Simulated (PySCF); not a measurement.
Bonds broken one at a time in the series C Cl-H. Isolated molecules, 0 K electronic values unless said otherwise. Strings in code marks are SMILES.

Level of theory: PBE-D3(BJ)/def2-TZVP // PBE0-D3(BJ)/def2-TZVP (PySCF 2.14.0). 

```tsv
species	dipole moment (D)
whole molecule (`ClC(Cl)(Cl)Cl`)	0.00
radical fragment (`[C](Cl)(Cl)Cl`)	(withheld)
radical fragment (`Cl[CH]Cl`)	0.80
whole molecule (`ClCCl`)	1.58
whole molecule (`CCl`)	1.84
whole molecule (`C`)	0.00
```

**Question.** What belongs in the gaps?

**Answer.** 
- radical fragment (`[C](Cl)(Cl)Cl`), dipole moment (D): 0.20
